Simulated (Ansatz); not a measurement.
Born–Oppenheimer molecular dynamics of H2O + H4N (8 atoms, charge 1, multiplicity 1). It starts from a relaxed structure.

Method: Ansatz 0.2.0, RKS r2SCAN/cc-pVDZ.

```json
{"ensemble": "NVT, Langevin thermostat", "time step": "0.5 fs", "steps asked": "500", "set temperature": "500 K", "friction": "0.001 /fs", "seed": "82110"}
```

Frames 0.5 fs apart, positions in Å, forces in eV/Å.

Velocities at 190.0 fs (Å/ps):

```
N 4.23 0.28 2.23
H -1.00 14.23 -1.29
H -7.48 -11.63 -9.44
H -0.64 -0.49 -1.11
H 15.56 -24.30 6.18
O -3.26 1.49 -3.54
H 19.03 -13.83 17.47
H 2.32 -6.21 -14.63
```

```xyz
8
Properties=species:S:1:pos:R:3:forces:R:3 time_fs=190.0 energy_less_start_eV=0.259 T=162
N 0.885 -0.198 -1.061 -1.57 0.42 -1.08
H 1.706 0.357 -1.322 0.01 0.11 0.18
H 0.010 0.210 -1.491 1.04 -0.18 0.23
H 0.646 -0.191 -0.055 0.03 0.10 0.77
H 0.965 -1.141 -1.449 0.18 -0.24 0.18
O -0.700 0.085 1.278 0.45 -1.76 -0.17
H -0.781 -0.762 1.794 -0.04 1.04 -0.49
H -0.953 0.755 1.913 -0.09 0.52 0.38
8
Properties=species:S:1:pos:R:3:forces:R:3 time_fs=190.5 energy_less_start_eV=0.282 T=143
N 0.887 -0.198 -1.060 -1.59 0.07 -1.32
H 1.706 0.364 -1.322 -0.05 0.04 0.20
H 0.007 0.204 -1.496 1.14 -0.24 0.29
H 0.646 -0.191 -0.055 0.02 0.12 0.78
H 0.973 -1.153 -1.446 0.16 0.21 0.33
O -0.701 0.085 1.276 0.54 -2.35 -0.21
H -0.772 -0.768 1.802 -0.03 1.37 -0.70
H -0.952 0.752 1.906 -0.19 0.77 0.63
8
Properties=species:S:1:pos:R:3:forces:R:3 time_fs=191.0 energy_less_start_eV=0.301 T=128
N 0.889 -0.198 -1.059 -1.54 -0.27 -1.41
H 1.704 0.372 -1.322 -0.09 -0.03 0.21
H 0.007 0.198 -1.500 1.16 -0.26 0.32
H 0.646 -0.191 -0.052 0.03 0.16 0.70
H 0.982 -1.165 -1.441 0.13 0.62 0.45
O -0.703 0.086 1.274 0.62 -2.72 -0.25
H -0.762 -0.770 1.808 -0.04 1.57 -0.82
H -0.951 0.751 1.900 -0.26 0.94 0.80
8
Properties=species:S:1:pos:R:3:forces:R:3 time_fs=191.5 energy_less_start_eV=0.307 T=125
N 0.890 -0.197 -1.058 -1.41 -0.56 -1.38
H 1.703 0.379 -1.322 -0.15 -0.11 0.23
H 0.010 0.191 -1.503 1.10 -0.25 0.31
H 0.645 -0.191 -0.048 0.04 0.19 0.57
H 0.991 -1.176 -1.436 0.10 0.94 0.53
O -0.704 0.086 1.272 0.66 -2.81 -0.25
H -0.753 -0.769 1.812 -0.06 1.61 -0.86
H -0.951 0.752 1.896 -0.27 0.99 0.84
8
Properties=species:S:1:pos:R:3:forces:R:3 time_fs=192.0 energy_less_start_eV=0.298 T=131
N 0.892 -0.197 -1.058 -1.24 -0.78 -1.21
H 1.702 0.386 -1.322 -0.19 -0.17 0.25
H 0.014 0.183 -1.506 0.97 -0.22 0.27
H 0.645 -0.191 -0.043 0.06 0.22 0.38
H 1.000 -1.184 -1.428 0.08 1.17 0.57
O -0.705 0.085 1.270 0.65 -2.63 -0.20
H -0.743 -0.765 1.814 -0.09 1.52 -0.81
H -0.951 0.755 1.894 -0.23 0.89 0.75
8
Properties=species:S:1:pos:R:3:forces:R:3 time_fs=192.5 energy_less_start_eV=0.276 T=149
N 0.893 -0.197 -1.058 -1.02 -0.93 -0.92
H 1.700 0.392 -1.321 -0.21 -0.22 0.26
H 0.021 0.176 -1.509 0.77 -0.16 0.19
H 0.645 -0.189 -0.036 0.07 0.25 0.17
H 1.010 -1.190 -1.420 0.06 1.29 0.56
O -0.706 0.084 1.268 0.61 -2.17 -0.13
H -0.733 -0.757 1.814 -0.13 1.28 -0.66
H -0.952 0.761 1.893 -0.15 0.67 0.53
8
Properties=species:S:1:pos:R:3:forces:R:3 time_fs=193.0 energy_less_start_eV=0.250 T=173
N 0.893 -0.198 -1.058 -0.73 -1.01 -0.54
H 1.698 0.398 -1.320 -0.21 -0.26 0.26
H 0.030 0.168 -1.511 0.48 -0.06 0.07
H 0.645 -0.188 -0.030 0.08 0.27 -0.05
H 1.020 -1.192 -1.410 0.05 1.29 0.52
O -0.707 0.083 1.266 0.53 -1.51 -0.09
H -0.724 -0.746 1.812 -0.15 0.90 -0.42
H -0.953 0.768 1.894 -0.04 0.39 0.26
8
Properties=species:S:1:pos:R:3:forces:R:3 time_fs=193.5 energy_less_start_eV=0.229 T=197
N 0.894 -0.198 -1.058 -0.41 -1.00 -0.09
H 1.695 0.404 -1.318 -0.20 -0.29 0.26
H 0.041 0.159 -1.513 0.13 0.05 -0.09
H 0.645 -0.185 -0.023 0.09 0.29 -0.27
H 1.030 -1.191 -1.399 0.05 1.18 0.44
O -0.708 0.081 1.265 0.45 -0.70 -0.13
H -0.715 -0.732 1.808 -0.17 0.38 -0.10
H -0.953 0.775 1.895 0.07 0.09 -0.03
8
Properties=species:S:1:pos:R:3:forces:R:3 time_fs=194.0 energy_less_start_eV=0.222 T=208
N 0.895 -0.199 -1.058 -0.08 -0.88 0.40
H 1.692 0.409 -1.315 -0.17 -0.31 0.25
H 0.052 0.151 -1.515 -0.25 0.17 -0.26
H 0.645 -0.182 -0.018 0.08 0.30 -0.45
H 1.040 -1.187 -1.387 0.07 0.94 0.32
O -0.709 0.080 1.263 0.36 0.18 -0.23
H -0.706 -0.718 1.805 -0.17 -0.22 0.28
H -0.954 0.782 1.897 0.17 -0.19 -0.31
8
Properties=species:S:1:pos:R:3:forces:R:3 time_fs=194.5 energy_less_start_eV=0.232 T=202
N 0.895 -0.200 -1.059 0.24 -0.66 0.86
H 1.688 0.414 -1.311 -0.14 -0.31 0.24
H 0.063 0.144 -1.518 -0.63 0.29 -0.44
H 0.645 -0.179 -0.013 0.06 0.31 -0.59
H 1.051 -1.180 -1.374 0.11 0.62 0.18
O -0.710 0.078 1.261 0.27 1.03 -0.39
H -0.697 -0.704 1.803 -0.16 -0.84 0.69
H -0.953 0.789 1.898 0.25 -0.43 -0.55
8
Properties=species:S:1:pos:R:3:forces:R:3 time_fs=195.0 energy_less_start_eV=0.252 T=182
N 0.896 -0.201 -1.059 0.49 -0.38 1.26
H 1.685 0.418 -1.307 -0.09 -0.31 0.22
H 0.073 0.137 -1.523 -0.95 0.37 -0.59
H 0.646 -0.174 -0.011 0.02 0.31 -0.67
H 1.062 -1.173 -1.361 0.16 0.24 0.03
O -0.711 0.077 1.259 0.20 1.73 -0.56
H -0.690 -0.691 1.802 -0.14 -1.36 1.04
H -0.952 0.794 1.898 0.31 -0.60 -0.72
8
Properties=species:S:1:pos:R:3:forces:R:3 time_fs=195.5 energy_less_start_eV=0.270 T=167
N 0.897 -0.202 -1.059 0.60 -0.02 1.56
H 1.681 0.422 -1.302 -0.02 -0.28 0.19
H 0.081 0.132 -1.529 -1.14 0.39 -0.68
H 0.647 -0.169 -0.009 -0.02 0.30 -0.72
H 1.073 -1.165 -1.348 0.21 -0.16 -0.11
O -0.712 0.076 1.257 0.14 2.15 -0.68
H -0.683 -0.682 1.803 -0.11 -1.69 1.27
H -0.951 0.798 1.896 0.34 -0.69 -0.83
```

Of the whole run (250 fs, mean temperature of the second half 253 K): The mean temperature of the second half is 49 % below the set value. A run of 0.25 ps of so small a system gives no equilibrium averages. Limits of this set-up: the dipole of an ion depends on the origin.

Time of the run: 6.2 min on 1 thread of Intel(R) Xeon(R) Platinum 8488C (Sapphire Rapids) (shared host), peak memory 0.21 GiB.
